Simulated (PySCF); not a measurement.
Molecule: `NCCN`, C2H8N2.

Bonds (- single, = double, # triple, : aromatic): N1-C2, C2-C3, C3-N4. N1 carries H5, H6; C2 carries H7, H8; C3 carries H9, H10; N4 carries H11, H12.

Frames of a GFN2-xTB Langevin trajectory at 600 K; GIAO PBE0/pcSseg-1 shieldings in PySCF, gas phase, non-relativistic; equivalent atoms averaged within each frame.

Scale: ¹⁵N (σ = 267.73 ppm) vs NH3; ¹³C (σ = 186.93 ppm) and ¹H (σ = 31.72 ppm) against TMS (reference shieldings calculated alike). The references are static minima.

How do the shifts (ppm) fluctuate along the trajectory?

Results:


```
         time (fs)  N1/N4  C2/C3  H7/H8/H9/H10  H5/H6/H11/H12
optimised geometry   36.1   56.2          2.51           0.45
               250   57.3   59.9          2.86           2.41
               425   42.6   56.4          3.20           0.60
               625   31.3   57.4          2.89           0.16
               800   40.4   62.8          3.29           0.94
              1000   47.8   67.3          3.00           1.51
    mean of frames   43.9   60.8          3.05           1.12
standard deviation    9.6    4.4          0.19           0.87
```

5 frames give an uncertainty of the mean of about the standard deviation over 2.2 at best, since frames this close in time may not be independent; classical motion lacks zero-point vibration, and the reference would need the same averaging.
